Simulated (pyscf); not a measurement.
Four-centre exchange: F–SiH₃ + H₂ → F–SiH₃ + H₂

Gas phase, singlet surface, charge 0. Bonds broken: Si1–H3, H6–H7. Bonds formed: Si1–H6, H3–H7. Structures and frequencies: ωB97X-D3(BJ)/def2-SVP in PySCF.

Transition state (Å):

```xyz
7

Si    -0.1877    -0.1268     0.0958
F      0.8657     0.9342    -0.5848
H     -1.5041    -1.1174    -0.2198
H     -1.1996     0.8847     0.4787
H      0.6259    -1.3377    -0.1605
H     -0.6015    -0.8811     1.5366
H     -1.2822    -1.2311     0.8088
```

One imaginary mode, 1456i cm⁻¹; descent along it reached the two sides named.

```json
[
 {"bond": "Si1–H3", "change": "breaks", "reactant side (Å)": "1.487", "saddle": "1.678", "product side": "3.1"},
 {"bond": "H6–H7", "change": "breaks", "reactant side (Å)": "0.760", "saddle": "1.056", "product side": "2.7"},
 {"bond": "Si1–H6", "change": "forms", "reactant side (Å)": "3.1", "saddle": "1.678", "product side": "1.487"},
 {"bond": "H3–H7", "change": "forms", "reactant side (Å)": "2.7", "saddle": "1.058", "product side": "0.761"}
]
```

Electronic energies relative to the separated reactants (eV):

| level | barrier | reaction energy | reverse barrier |
|---|---|---|---|
| ωB97X-D3(BJ)/def2-TZVP | 2.49 | 0.00 | 2.49 |
| PBE/def2-TZVP | 2.03 | 0.00 | 2.03 |
| r²SCAN/def2-TZVP | 2.20 | 0.00 | 2.20 |
| B3LYP-D3(BJ)/def2-TZVP | 2.45 | 0.00 | 2.45 |
| PBE0-D3(BJ)/def2-TZVP | 2.20 | 0.00 | 2.20 |
| M06-2X/def2-TZVP | 2.57 | 0.00 | 2.57 |
| ωB97M-D3(BJ)/def2-TZVP | 2.42 | 0.00 | 2.42 |
| HF/def2-TZVP | 3.43 | 0.00 | 3.43 |

With ωB97M-D3(BJ)/def2-TZVP energies and thermal terms (ideal gas, 1 atm, RRHO with modes under 100 cm⁻¹ raised to 100, one conformer, R ln 2 for chiral ones without a mode under 150 cm⁻¹), in eV:

```csv
T (K),ΔH‡,ΔG‡,ΔH,ΔG
298,2.46,2.82,0.00,0.00
600,2.41,3.21,0.00,0.00
900,2.40,3.62,0.00,0.00
1200,2.40,4.02,0.00,0.00
```

At the saddle there is also a short H–Si contact that neither side keeps. This is the saddle that the search found; another between the same sides may lie lower.
